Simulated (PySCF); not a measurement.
Gas-phase reaction: 3 H2SiNH + SiH4 → 3 NH3 + 4 SiH

Computed with PySCF and rigid-rotor harmonic-oscillator thermochemistry at 1 bar. † marks an energy on the PBE0/def2-TZVP geometry and frequencies; other levels use their own. MP2 and CCSD(T) freeze the core. Open shells (unrestricted): SiH (multiplicity 2, electronic degeneracy 4); the rest are closed-shell singlets. Spin-orbit splitting is ignored; it lowers the true energy and changes the entropy of SiH. H2SiNH: computed as isolated molecules; such fragments, hydroxides, amides, oligomers or adducts are transient or little studied in the gas. MP2 isn't extrapolated to the basis-set limit; its ΔH°(298 K) is 810.5 kJ in def2-SVP and 879.7 kJ in def2-TZVPP. CCSD(T) isn't extrapolated to the basis-set limit; its ΔH°(298 K) is 738.8 kJ in def2-SVP and 791.5 kJ in def2-TZVPP. The harmonic model lacks anharmonicity and excited electronic states, which grow with temperature; levels with a mode under 35 cm⁻¹ are left out. Warning, large T1 diagnostic: SiH (CCSD(T)/def2-TZVPP†).

```tsv
level	ΔE electronic, kJ	ΔH°(298 K), kJ	ΔS°(298 K), J/K	ΔG°(1600 K), kJ
BLYP/def2-TZVP†	776	802	429	141
CCSD(T)/def2-TZVPP†	765	792	429	131
M06-2X/def2-TZVP†	785	812	429	151
MP2/def2-SVP†	784	810	429	149
PBE/def2-TZVP†	801	828	429	167
PBE0/def2-QZVP†	759	786	429	125
PBE0/def2-SVP†	746	773	429	112
PBE0/def2-TZVP	768	794	429	133
r2SCAN/def2-TZVP†	844	870	429	210
ωB97M-V/def2-TZVP†	800	827	429	166
ωB97X-V/def2-TZVP†	818	845	429	184
```
ΔH° is lowest at PBE0/def2-SVP† and highest at r2SCAN/def2-TZVP†. No reference value is set beside these.
